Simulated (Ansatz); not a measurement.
Born–Oppenheimer molecular dynamics of H$_{6}$OSi$_{2}$ (9 atoms, charge 0, multiplicity 1). It starts from a relaxed structure.

Method: Ansatz 0.2.0, RKS PBE-D4/6-31G*.

```json
{
  "ensemble": "NVT, Langevin thermostat",
  "time step": "1 fs",
  "steps asked": "166",
  "set temperature": "500 K",
  "friction": "0.005 /fs",
  "seed": "557227"
}
```

First frame:

```xyz
9
Properties=species:S:1:pos:R:3
Si 0.074 0.035 0.029
H 0.381 0.341 1.469
H 1.317 0.192 -0.788
H -0.964 1.009 -0.451
O -0.457 -1.537 -0.146
Si -1.696 -2.493 0.432
H -1.651 -2.583 1.932
H -3.035 -1.941 0.030
H -1.530 -3.860 -0.151
```

How far do the bonds stretch over the last three quarters of this one trajectory? (Pairs bonded in most of those frames.)


```
  bond  mean (Å)  spread (Å)  shortest  longest
Si1–H2     1.517       0.067      1.41     1.62
Si1–H3     1.506       0.021      1.46     1.55
Si1–H4     1.502       0.022      1.46     1.54
Si1–O5     1.679       0.040      1.61     1.76
O5–Si6     1.673       0.032      1.61     1.73
Si6–H7     1.512       0.022      1.47     1.56
Si6–H8     1.534       0.115      1.35     1.72
Si6–H9     1.503       0.040      1.42     1.58
```

Mean temperature of the second half: 485 K. A run of 0.17 ps of so small a system gives no equilibrium averages.

The run took 5.1 min on 1 thread of Arm Neoverse V1 (shared host), peak memory 0.12 GiB.
